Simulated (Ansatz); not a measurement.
## [H···H···NH], triplet in cc-pVTZ: errors against UCCSDT(Q)

Geometry: a point of a hydrogen-transfer path between rigid fragments, not a stationary point.

```xyz
4

H    -1.8469    0.0594    0.0000
H    -1.0009    0.0594    0.0000
N     0.1731    0.0594    0.0000
H     0.4422   -0.9448    0.0000
```

Basis cc-pVTZ; Ansatz 0.2.0. Correlated methods freeze the noble-gas cores, which leaves 8 electrons in 71 orbitals. Prefix R: restricted or restricted open-shell reference; prefix U: unrestricted. Active spaces: pair = (4e, 4o) about the gap; valence = (8e, 7o) chosen from the atoms' valence shells.

Full CI isn't at hand for all of this; UCCSDT(Q) serves as the reference, and is uncertain by about the last step of the cluster series. The frozen core follows each run's orbitals, which can shift R against U totals by a few meV.

```
UHF ⟨S²⟩                          : 2.042
T1 diagnostic (RCCSD)             : 0.0267
largest doubles amplitude (RCCSD) : 0.037
T1 diagnostic (UCCSD)             : 0.0171
```

```
                            level  E − E(UCCSDT(Q)) (kJ/mol)  share of correlation (%)     wall time
                              RHF                      625.5                      0.00             –
                              UHF                      582.8                      6.83             –
                             RMP2                       74.3                     88.12             –
                             UMP2                       82.8                     86.76             –
                            RCCSD                       19.8                     96.83             –
                            UCCSD                       18.8                     96.99             –
                         RCCSD(T)                        2.3                     99.64         2.1 s
                         UCCSD(T)                        2.3                     99.64         1.9 s
                          BCCD(T)                        2.3                     99.63         2.7 s
                           RCCSDT                        0.8                     99.87             –
                           UCCSDT                        0.6                     99.90             –
                        RCCSDT(Q)                        0.2                     99.97  4.6 s (H100)
              CASSCF (pair space)                      550.2                     12.04             –
              NEVPT2 (pair space)                       74.0                     88.17  1.6 s (H100)
              MRCISD (pair space)                       38.5                     93.85             –
            MRCISD+Q (pair space)                        6.2                     99.00  1.9 s (H100)
           CASSCF (valence space)                      467.3                     25.30             –
           NEVPT2 (valence space)                       82.0                     86.89         1.4 s
           MRCISD (valence space)                       26.9                     95.70             –
         MRCISD+Q (valence space)                        4.3                     99.31  2.9 s (H100)
MRCISD+Q(relaxed) (valence space)                        1.1                     99.82  2.6 s (H100)
```

The correlation energy at UCCSDT(Q), counted from RHF, is -6.483 eV. That run took 4 s on 2 threads of AMD EPYC 7R13 with a shared H100 80 GB, shared host.

Times hold each run's SCF and search for its determinant on a shared host, so for small cases they say little of a method's own cost; rows without a card ran on 1 thread of AMD EPYC 7R13.

Natural occupations of CASSCF (valence space) about the gap: 1.995 1.974 1.972 1.001 1.000 0.030 0.028; effectively unpaired electrons, Σ n²(2−n)², 2.01.
